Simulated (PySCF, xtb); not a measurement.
CH3F, SMILES CF.

xtb 6.7.1 with GFN2-xTB at its own geometry gives an orbital gap of 14.30 eV and a dipole moment of 2.26 D.

Geometry: B3LYP-D3(BJ)/def2-TZVP.

Question: What does B3LYP/def2-TZVPD run with PySCF give? (Estimate from the structure and the level; the computed values follow.)

Answer: gap 9.85 eV (levels -9.67 and 0.19 eV), dipole 1.86 D.
